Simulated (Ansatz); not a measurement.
I need a ladder of methods at one geometry of C4H6O, SMILES C#CCOC. Use Ansatz's Python interface. Use (for the species named): LDA, def2-SVP basis, multiplicity 1. The script varies functional: lda, r2scan0, hse06, hf.

```
atom    x (Å)    y (Å)    z (Å)
   C  -0.1595   1.2613   2.0994
   C  -0.0694   0.3184   1.3643
   C   0.1481  -0.8723   0.5402
   O   0.8572  -0.5524  -0.6778
   C   0.0070   0.0909  -1.6289
   H  -0.3004   2.1371   2.7032
   H  -0.7866  -1.3633   0.3098
   H   0.8048  -1.6216   1.0553
   H  -0.4639   1.0146  -1.2617
   H  -0.8267  -0.6270  -1.9403
   H   0.6145   0.2412  -2.5555
```

`methods.py`:
```python
'''One geometry of C4H6O, method by method.'''

from pathlib import Path

import ansatz
import numpy as np

BASIS_SET = 'def2-SVP'

GEOMETRY = '''
C    -0.15950    1.26130    2.09940
C    -0.06940    0.31840    1.36430
C     0.14810   -0.87230    0.54020
O     0.85720   -0.55240   -0.67780
C     0.00700    0.09090   -1.62890
H    -0.30040    2.13710    2.70320
H    -0.78660   -1.36330    0.30980
H     0.80480   -1.62160    1.05530
H    -0.46390    1.01460   -1.26170
H    -0.82670   -0.62700   -1.94030
H     0.61450    0.24120   -2.55550
'''

c4h6o = ansatz.Crystal.molecule()
for line in GEOMETRY.strip().splitlines():
    symbol, *xyz = line.split()
    c4h6o = c4h6o.atom(symbol, [float(v) for v in xyz])

job = c4h6o.calculation().basis(gaussian=BASIS_SET)

print('functional    E (Ha)        dipole (D)   HOMO (eV)  LUMO (eV)')
for name in ['lda', 'r2scan0', 'hse06', 'hf']:
    report = job.functional(name).forces().orbitals().run(threads=1, runs_dir='runs').report
    lines = Path(report['orbitals_path']).read_text().splitlines()
    field_of = lambda key: [line.split('=')[1].strip() for line in lines if line.startswith(key)]
    orbitals = [(27.211386 * float(e), s, float(n)) for e, s, n in zip(field_of('Ene='), field_of('Spin='), field_of('Occup='))]
    homo = max(e for e, _, n in orbitals if n > 0.5)
    lumo = min(e for e, _, n in orbitals if n < 0.5)
    dipole = 4.803205 * np.linalg.norm(report['charge_distribution']['dipole_moment_e_ang'])
    print(f'{name:10s} {report["free_energy_ev"] / 27.211386246:14.6f} {dipole:9.3f} {homo:11.3f} {lumo:10.3f}')
```

Running `python methods.py` prints:
```text
functional    E (Ha)        dipole (D)   HOMO (eV)  LUMO (eV)
lda           -228.977310     1.210      -5.979     -0.583
r2scan0       -230.814465     1.375      -7.871      0.844
hse06         -230.698397     1.321      -7.187      0.320
hf            -229.555198     1.595     -10.780      4.594
```

These settings explore the input space; basis and method may be short of convergence. The geometry is a force-field or estimated start, not a minimum of this method, and the basis set is short of its limit. A lower total doesn't mark the better method: functionals have no common bound, and MP2 and coupled cluster aren't variational. Levels such as HOMO and LUMO are orbital energies: with these approximate functionals they aren't the ionisation energy and electron affinity, and their gap isn't the fundamental gap. hse06 follows the composition of plane-wave codes, whose totals differ by tens of mHa, up to about 0.1 Ha, from the form usual in Gaussian-basis programs (wpbeh). The whole script took 15 s on 1 thread of Arm Neoverse V1, with other jobs on the host, peak memory 0.28 GiB.
